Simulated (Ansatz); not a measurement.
A nudged elastic band was laid between two geometries of CH5BS (8 atoms, charge 0, multiplicity 1).

Level of theory: RKS PBE/6-31G in Ansatz 0.2.0.

```json
{"movable images": "7", "climbing image": "yes", "spring": "5.0 eV/Å²", "optimiser": "quadratic models (default)", "start path": "IDPP", "force threshold": "0.05 eV/Å", "iteration limit": "60", "end points": "relaxed"}
```

First end point:

```xyz
8
Properties=species:S:1:pos:R:3
C -0.635 0.868 -0.273
B 0.339 -0.350 -0.171
S 0.580 -1.190 1.444
H -1.414 0.659 -1.033
H -0.085 1.753 -0.652
H -1.135 1.148 0.669
H 0.952 -0.774 -1.115
H 1.491 -2.170 1.074
```

Last end point:

```xyz
8
Properties=species:S:1:pos:R:3
C -0.842 0.708 -0.139
B 0.175 -0.478 -0.064
S 1.861 -0.191 0.611
H -1.184 0.839 -1.185
H -0.462 1.675 0.228
H -1.753 0.449 0.437
H -0.094 -1.591 -0.433
H 2.390 -1.468 0.489
```

(1) What changes between the two ends?

(2) Give the energies along the band, and the barrier.

(3) What is the geometry of the highest image?

(4) What are the harmonic wavenumbers there?

## Answers

(1) No bond is made or broken. The dihedral H5–C1–B2–S3 goes from 122 to 0°. The two ends are copies of one structure, up to a mirror image or an exchange of like atoms.

(2) The forces met the threshold. The highest image is number 4 of 0 to 8, 0.044 eV above the ends, which have the same energy within 2 meV. A vibrational analysis at the climbing image gives one clearly imaginary mode, 155i cm⁻¹: a first-order saddle point. Limits of this set-up: no polarisation functions.

```csv
image,path coordinate (Å),energy (eV),dihedral H5–C1–B2–S3 (°)
0,0.00,0.000,122
1,0.34,0.006,106
2,0.68,0.020,90
3,1.02,0.037,74
4,1.37,0.044,59
5,1.71,0.037,43
6,2.05,0.020,29
7,2.39,0.006,14
8,2.73,0.000,0
```

(3) 
```xyz
8
Properties=species:S:1:pos:R:3:forces:R:3
C -0.760 0.768 -0.276 0.01 0.00 0.02
B 0.235 -0.442 -0.180 -0.02 0.01 -0.02
S 1.314 -0.596 1.303 0.01 0.00 0.01
H -1.350 0.752 -1.206 0.00 0.00 0.00
H -0.221 1.734 -0.228 0.00 0.00 -0.01
H -1.464 0.776 0.579 0.00 0.00 0.00
H 0.342 -1.292 -1.024 0.01 0.00 0.01
H 1.997 -1.758 0.975 0.00 0.00 0.00
```

(4) 155i, 289, 422, 659, 669, 762, 938, 947, 1001, 1164, 1349, 1462, 1469, 2461, 2612, 2970, 3036, 3085 cm⁻¹.

Time of the run: 37 s on 1 thread of Arm Neoverse V2, on a shared host, peak memory 0.089 GiB.
